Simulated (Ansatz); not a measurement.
Results of PBE-D4 (Ansatz, a quantum-chemistry and plane-wave program, PAW) for pyrite PtSb2.

Settings: plane-wave cutoff 520 eV, 6×6×6 k mesh, Fermi–Dirac smearing 0.01 eV, scalar-relativistic PAW data made under PBE.

Energies at three volumes about the minimum:

| V (Å³/atom) | E − E_lowest (meV/atom) |
|---|---|
| 22.188 | 3.47 |
| 22.640 | 0.00 |
| 23.093 | 3.22 |

Task: Fit a parabola by hand: where is the minimum, what lattice constant follows, and what is the bulk modulus?

Result: Slopes: (0.00 − 3.47)/(22.640 − 22.188) = -7.677 and (3.22 − 0.00)/(23.093 − 22.640) = 7.108 meV/Å³. Curvature E″ = 2 × (7.108 − (-7.677))/(23.093 − 22.188) = 32.674 meV/Å⁶. From the middle of the first interval, the slope vanishes at V0 = 22.4140 − (-7.677)/32.674 = 22.649 Å³/atom. B = V0 E″ = 22.649 × 32.674 meV/Å³ × 0.1602 GPa per meV/Å³ = 119 GPa. With 12 atoms in the cube, a = (12 × 22.649)^(1/3) = 6.478 Å. The full Birch–Murnaghan fit to all volumes gives V0 = 22.640 Å³/atom and B0 = 118 GPa.

Shape and atoms are relaxed at each volume.

Measured, for comparison: lattice constant a 6.44 Å (temperature not stated, no zero-point or thermal correction; as tabulated in Saeed et al. (2013), arXiv:1402.4256).

Note: the gap of the solid is closed in this run; this level leaves the solid without a gap, although one is measured; the bulk modulus comes from volumes at which shape and atoms were relaxed.
